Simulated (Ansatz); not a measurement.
A run of Ansatz (development build ahead of 0.2.0) on singlet SO₃ at this shape:

```xyz
4

S     0.0025    0.0070    0.0067
O     1.4512    0.0009   -0.0021
O    -0.7156    1.2416    0.0052
O    -0.7111   -1.2458    0.0006
```

Its results:

```json
{
 "Converged": "yes",
 "Reference energy": "-614.25589 hartree",
 "Correlation energy": "-0.22642 hartree",
 "Total energy": "-614.48231 hartree",
 "Spin squared of the determinant": "0.000"
}
```

Q: Which input gives this output? Name the method, the orbitals and the basis set, and write the input.

A: RHF-MP2 in STO-3G. An unrestricted run that stays on the closed shell gives the same numbers.

```yaml
crystal:
  periodic: [false, false, false]
  atoms:
    - { symbol: S, position_ang: [0.00246, 0.00702, 0.00669] }
    - { symbol: O, position_ang: [1.45121, 0.00093, -0.00209] }
    - { symbol: O, position_ang: [-0.71558, 1.24158, 0.00524] }
    - { symbol: O, position_ang: [-0.71108, -1.24584, 0.00064] }
basis:
  gaussian: { orbitals: STO-3G }
hamiltonian:
  xc: hf
correlation:
  method: mp2
  frozen_orbitals: { O: 1, S: 5 }
```
